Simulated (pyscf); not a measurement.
alane (AlH₃) + silanol (HO–SiH₃) → H₂Al–O–SiH₃ + hydrogen (H₂) (four-centre exchange; singlet surface; Al–H, H–O broken, Al–O, H–H formed). Structures and frequencies: ωB97X-D3(BJ)/def2-SVP in PySCF. Energies in kcal/mol from the separated reactants.

```
level                   barrier  reaction energy
----------------------  -------  ---------------
ωB97X-D3(BJ)/def2-TZVP     -9.2            -36.0
r²SCAN/def2-TZVP          -12.4            -36.8
B3LYP-D3(BJ)/def2-TZVP     -9.2            -36.3
PBE0-D3(BJ)/def2-TZVP       ___              ___
ωB97M-D3(BJ)/def2-TZVP      ___            -35.0
HF/def2-TZVP                5.0            -33.8
```

Fill in the missing entries.


- PBE0-D3(BJ)/def2-TZVP, barrier: -10.4
- PBE0-D3(BJ)/def2-TZVP, reaction energy: -33.9
- ωB97M-D3(BJ)/def2-TZVP, barrier: -7.6

On the reactant side the descent ends in an adduct with a Al–O contact, 23.5 kcal/mol under the separated species and 14.3 kcal/mol under the saddle at ωB97X-D3(BJ)/def2-TZVP. At ωB97X-D3(BJ)/def2-TZVP, r²SCAN, B3LYP-D3(BJ), PBE0-D3(BJ), ωB97M-D3(BJ) the saddle lies under the separated reactants, which points to a path from their complex (located at ωB97X-D3(BJ) alone). What is counted as formed (Al–O) is already present as a longer contact in the reactant adduct; forming that adduct is a step of its own. At the saddle there is also a short Al–H contact that neither side keeps. This is the saddle that the search found; another between the same sides may lie lower.
